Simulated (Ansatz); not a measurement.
Relaxing Cr2N

The calculation used DFT r2SCAN, scalar-relativistic, plane waves, PAW in Ansatz. Cutoff 500 eV, Γ-centred k mesh, Gaussian smearing, collinear spin, first started from parallel moments.

The start is a database structure of Cr2N, space group P-31m (No. 162).

```xyz
9
Lattice="4.8110 0.0000 0.0000 -2.4055 4.1665 0.0000 0.0000 0.0000 4.4774" Properties=species:S:1:pos:R:3 pbc="T T T"
Cr    1.6023    0.0000    1.1153
Cr   -0.8012    1.3876    1.1153
Cr    1.6044    2.7788    1.1153
Cr   -1.6044    2.7788    3.3621
Cr    3.2087    0.0000    3.3621
Cr    0.8012    1.3876    3.3621
N     0.0000    2.7776    2.2387
N     2.4055    1.3888    2.2387
N     0.0000    0.0000    0.0000
```

Steps on the 6×6×4 mesh (9 atoms). 5 of 6 steps are shown, and the free energy counts from the last. Trial steps that were taken back and renewals of the plane-wave basis can be among the rows.

| step | ΔF (meV/atom) | V (Å³/atom) | P (GPa) | largest force component (eV/Å) |
| --- | --- | --- | --- | --- |
| 1 | 25.3 | 9.97 | -6.65 | 0.493 |
| 2 | 4.7 | 9.76 | -2.30 | 0.312 |
| 3 | 0.1 | 9.61 | 1.11 | 0.079 |
| 4 | -0.2 | 9.66 | -0.03 | 0.043 |
| 6 | 0.0 | 9.66 | -0.02 | 0.005 |

A final relaxation ran on a 12×12×8 mesh. The relaxed crystal, P-31m (No. 162):

```
Cr N
1.0
     4.72786    0.00000    0.00000
    -2.36393    4.09445    0.00000
     0.00000    0.00000    4.49127
Cr N
6 3
Direct
  0.34307 0.00000 0.23877
  0.00000 0.34307 0.23877
  0.65693 0.65693 0.23877
  0.00000 0.65693 0.76123
  0.65693 0.00000 0.76123
  0.34307 0.34307 0.76123
  0.33333 0.66667 0.50000
  0.66667 0.33333 0.50000
  0.00000 0.00000 0.00000
```

For Cr2N, the volume per atom is 9.66 Å³, the density is 6.76 g/cm³ and the energy over the elements is -0.29 eV/atom. The gap on the 12×12×8 mesh is 0 eV (a metal) and the net moment per atom is 0.74 μB. The largest site moment is 0.98 μB.

Energies over the elements count from the elements' standard structures at the same level (N₂ as a molecule), with no empirical corrections.

The final run used a 12×12×8 mesh on its 9-atom cell and 0.10 eV smearing. The k mesh leaves about 4 meV/atom of noise in metals. The magnetic state reached may not be the lowest.

Symmetry constrained the relaxation, so the result can be a saddle point.

Cost: 3 runs of about 41 core-minutes in all, on Intel Xeon Platinum 8259CL (Skylake/Cascade Lake) (shared hosts).